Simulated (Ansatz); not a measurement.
Relaxing Sr3Br2

Theory: Ansatz 0.2.0, DFT PBE, scalar-relativistic, plane waves, PAW. Cutoff 420 eV, Γ-centred k mesh, Gaussian smearing, no spin polarisation in the final step.

This is the end of a relaxation of cell and atoms.

```xyz
5
Lattice="4.4620 0.0000 0.0000 -2.2310 3.8642 0.0000 0.0000 0.0000 14.5742" Properties=species:S:1:pos:R:3 pbc="T T T"
Sr    0.0000    0.0000    0.0000
Sr    0.0000    2.5761    8.9068
Sr    2.2310    1.2881    5.6673
Br    0.0000    2.5761    1.6629
Br    2.2310    1.2881   12.9112
```

The zero of energy is the elements' standard structures at the same level; no fitted shifts are applied.

Question: What space group does it have?

Answer: P-3m1 (No. 164). Conventional cell: a = 4.462 Å, c = 14.574 Å. Sr on Wyckoff site a (1 atom of the primitive cell) is coordinated by 6 Br at 3.07 Å; Sr on Wyckoff site d (2 atoms of the primitive cell) has 3 Sr at 4.14 Å, 6 Sr at 4.46 Å and 3 Br at 4.76 Å; around Br lie 3 Sr at 3.07 Å.

Question: What is its formation energy per atom?

Answer: -1.15 eV/atom.

Question: Is it a metal?

Answer: Yes, bands cross the Fermi level on the 12×12×4 mesh.

The final run used a 12×12×4 mesh on its 5-atom cell and 0.10 eV smearing. The k mesh leaves about 4 meV/atom of noise in metals. Weakly bound directions are ill-defined at this level, which has no dispersion term. The cell came from a trial start, so Sr3Br2 may not exist in this structure.

Cost: 3 runs of about 4.1 core-minutes in all, on Arm Neoverse V1 (shared hosts).